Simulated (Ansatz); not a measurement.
Input file:

```yaml
crystal:
  periodic: [false, false, false]
  atoms:
    - {symbol: B, position_ang: [0.000000, -0.138525, 0.473391]}
    - {symbol: Al, position_ang: [0.000000, -0.050227, -2.718388]}
    - {symbol: H, position_ang: [0.000000, 0.188751, 2.244997]}
basis:
  gaussian: {orbitals: aug-cc-pVTZ}
magnetization: {spin_polarized: false, initial_magnetization: 1}
correlation: {method: fci, electrons: all}
accuracy: high
```

```sh
$ ansatz run in.yaml --threads 1 --pin off --events-out ev --progress --plain --max-ram 2393MiB
```

Task: One thing in this input was set wrong on purpose, beside settings that are merely unusual. What is the gravest fault, and what does the program do?

Result: Too large for memory. How the run ends: out of memory.
```
1667 factors; integrals over basis functions are off by at most 3.9e-9 eV
mean field evaluation 1: about -7262.8416 eV, gradient 9.5e0 eV
mean field evaluation 2: about -7262.8419 eV, gradient 9.5e0 eV
mean field evaluation 4: about -7264.0107 eV, gradient 1.8e0 eV
mean field evaluation 8: about -7264.1251 eV, gradient 7.4e-1 eV
mean field evaluation 16: about -7264.1744 eV, gradient 1.0e-4 eV
mean field evaluation 32: about -7264.1670 eV, gradient 2.8e-8 eV
mean field evaluation 64: about -7264.1743 eV, gradient 9.6e-2 eV
mean field evaluation 96: about -7264.1670 eV, gradient 1.1e-2 eV
mean field evaluation 128: about -7264.0997 eV, gradient 7.5e-1 eV
mean field evaluation 160: about -7264.1744 eV, gradient 6.8e-7 eV
mean field -7264.17435923 eV, -266.9534838674 hartree, gradient 9.1e-8 eV, S^2 0.750000; 12 other end points of the search recorded, 0 dependent functions left out
mean field evaluation 192: about -7264.3226 eV, gradient 7.8e-2 eV
mean field evaluation 224: about -7264.3259 eV, gradient 8.7e-2 eV
mean field evaluation 256: about -7264.2999 eV, gradient 6.6e-1 eV
mean field evaluation 288: about -7263.9463 eV, gradient 3.6e0 eV
mean field evaluation 320: about -7264.3155 eV, gradient 1.0e-1 eV
reference -7264.17435923 eV, -266.9534838674 hartree; 10, 9 occupied and 109, 110 virtual orbitals, 1667 factors
Error: with its determinants' occupation strings, the run needs 3805011.96 GiB of memory, and 2.33 GiB are given
refused for memory
```
